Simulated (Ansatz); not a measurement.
Basis-set extrapolation for C3H9O+ (`C[O+](C)C`) (PBE0-D4/def2-TZVP geometry, frozen core, Ansatz 0.2.0). Multiplicity 1, RHF reference.

```tsv
	def2-TZVPP	def2-QZVPP
HF	-193.503344	-193.512870
MP2 correlation	-0.758781	-0.809627
CCSD(T) correlation	-0.833050	not run
```

Energies in hartree. Use E(X) = E(∞) + A·exp(−7.88·√X) for Hartree–Fock and E(X) = E(∞) + B·X^(−2.97) for correlation, with X = 3 and 4, and add CCSD(T) minus MP2 of the smaller set to the MP2 limit.

**Question.** What is the CCSD(T) energy at the basis-set limit?

**Answer.** HF limit: -193.512870 + (-0.009526) × 0.13774 = -193.51418. MP2 limit: -0.809627 + (-0.050846) × 0.74074 = -0.84729. Higher-order term: -0.833050 − (-0.758781) = -0.07427. Total: -194.43574 hartree, 2.70 eV below CCSD(T)/def2-TZVPP.
